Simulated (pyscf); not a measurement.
**Four-centre exchange: PH₃ + H₂O → PH₃ + H₂O**

Gas phase, singlet surface, charge 0. Bonds broken: P1–H2, O5–H6. Bonds formed: P1–H6, H2–O5. Structures and frequencies: ωB97X-D3(BJ)/def2-SVP in PySCF. Correlated levels are frozen-core, on RHF or UHF. ΔMP2 is the change of the MP2 total energy from the triple- to the quadruple-zeta basis.

Transition state (Å):

```xyz
7

P      0.9054    -0.7985    -0.3722
H      0.9105     1.0077     0.6911
H      1.4918    -1.7672     0.4962
H     -0.4155    -1.3328    -0.2685
O      0.5238     1.1280     1.6837
H      0.4282     0.0632     1.4971
H     -0.3806     1.4699     1.5408
```

One imaginary mode, 1443i cm⁻¹; descent along it reached the two sides named.

```
bond   change  reactant side (Å)  saddle  product side
-----  ------  -----------------  ------  ------------
P1–H2  breaks              1.424   2.096           3.8
O5–H6  breaks              0.965   1.085         2.440
P1–H6   forms                3.8   2.113         1.424
H2–O5   forms              2.445   1.072         0.965
```

Electronic energies relative to the separated reactants (kJ/mol):

```
level                             barrier  reaction energy  reverse barrier
--------------------------------  -------  ---------------  ---------------
ωB97X-D3(BJ)/def2-TZVP              245.6              0.0            245.6
PBE/def2-TZVP                       200.5              0.0            200.5
r²SCAN/def2-TZVP                    220.0              0.0            220.0
B3LYP-D3(BJ)/def2-TZVP              232.9              0.0            232.9
PBE0-D3(BJ)/def2-TZVP               219.4              0.0            219.4
M06-2X/def2-TZVP                    238.0              0.0            238.0
ωB97M-D3(BJ)/def2-TZVP              236.7              0.0            236.7
HF/def2-TZVP                        321.0              0.0            321.0
MP2/def2-QZVPP                      240.6              0.0            240.6
CCSD/def2-TZVPP                     263.4              0.0            263.4
CCSD(T)/def2-TZVPP                  249.6              0.0            249.6
CCSD(T)/def2-TZVPP + ΔMP2(QZVPP)    248.4              0.0            248.4
```

With CCSD(T)/def2-TZVPP + ΔMP2(QZVPP) energies and thermal terms (ideal gas, 1 atm, RRHO with modes under 100 cm⁻¹ raised to 100, one conformer, R ln 2 for rigid chiral ones), in kJ/mol:

| T (K) | ΔH‡ | ΔG‡ | ΔH | ΔG |
|---|---|---|---|---|
| 298 | 242.9 | 277.9 | 0.0 | 0.0 |
| 600 | 243.7 | 313.2 | 0.0 | 0.0 |
| 900 | 246.2 | 347.4 | 0.0 | 0.0 |
| 1200 | 249.4 | 380.7 | 0.0 | 0.0 |

This is the saddle that the search found; another between the same sides may lie lower. The CCSD(T) − MP2 part came from Ansatz, without density fitting, on the same reference.
